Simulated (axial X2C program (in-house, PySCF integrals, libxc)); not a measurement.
# Working with the constants of LiH

A bond curve at the CCSD(T) level, 2c, was computed with an in-house all-electron X2C program for linear molecules (integrals from PySCF) (basis Li dyall-cv3z [7s8p2d], H dyall-v3z [6s2p1d] (cores contracted in-house)) for the state Ω = 0 (closed shell). Its fit gives Re = 1.6058 Å, ωe = 1396.0 cm⁻¹, ωexe = 22.8 cm⁻¹ and αe = 2.118e-01 cm⁻¹; the masses are 7.0160 and 1.0078 u. Two-component means X2C with spin–orbit coupling and atomic mean-field Coulomb and Gaunt terms.

Correlated methods: 2 electrons correlated (number of frozen shells: Li 1 s; H none), 104 virtual spin orbitals or spinors in MP2, 32 natural virtuals in coupled cluster.

Problem. Find the reduced mass, Be and the force constant.

Solution. From the CCSD(T) values: μ = 0.8812 u. Be = 16.8576/(μ Re²) = 7.419 cm⁻¹. k = 5.8918×10⁻⁷ μ ωe² = 1.01 mdyn/Å.

Problem. Estimate the centrifugal constant by the Kratzer relation.

Solution. D = 4Be³/ωe² = 8.38e-04 cm⁻¹.

Problem. Give B0, the J = 1←0 line in GHz and the most populated J at 300 K (kT = 208.5 cm⁻¹).

Solution. B0 = Be − αe/2 = 7.313 cm⁻¹; 2B0 = 438.5 GHz; J(max) ≈ √(kT/2B0) − 1/2 = 3.3, so J = 3.

Problem. Where do the fundamental and the first overtone lie?

Solution. ν(1←0) = ωe − 2ωexe = 1350.4 cm⁻¹; ν(2←0) = 2ωe − 6ωexe = 2655.2 cm⁻¹.

Problem. Scale the constants to the deuteride (D 2.0141 u) within the Born–Oppenheimer picture.

Solution. ρ = √(μH/μD) = 0.7504; ωe = 1047.6, ωexe = 12.8, Be = 4.178 cm⁻¹; the zero-point energy falls by 172 cm⁻¹.

The state is one determinant whose occupation by symmetry is held fixed; it was picked as the lowest of a PBE0 search that is not exhaustive. CCSD and (T) use frozen natural virtuals with an MP2 correction for the truncation; (T) itself is uncorrected, so its De runs slightly low.
